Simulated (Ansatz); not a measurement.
Results of HSE06 in Ansatz (PAW) for solid CO2 (dry ice).

Numerical settings: plane-wave cutoff 460 eV, 4×4×4 k mesh, Fermi–Dirac smearing 0.01 eV, scalar-relativistic PAW data made under PBE.

Cell (relaxed at this level):

```
CO2
1.0
    5.92651     0.00000     0.00000
    0.00000     5.92651     0.00000
    0.00000     0.00000     5.92651
C O
4 8
Direct
  0.00000   0.50000   0.50000
  0.50000   0.50000   0.00000
  0.50000   0.00000   0.50000
  0.00000   0.00000   0.00000
  0.88746   0.61254   0.38746
  0.11254   0.38746   0.61254
  0.61254   0.38746   0.88746
  0.38746   0.61254   0.11254
  0.38746   0.88746   0.61254
  0.61254   0.11254   0.38746
  0.11254   0.11254   0.11254
  0.88746   0.88746   0.88746
```

Q: Give the computed band gap.

A: 
- band gap: 8.49 eV (on the SCF k mesh) (direct)

Note: the cell comes from a level without a dispersion term, which matters for the spacing of layers, chains or molecules.

Computed values are for the static lattice.

Ansatz is a program for electronic structure.
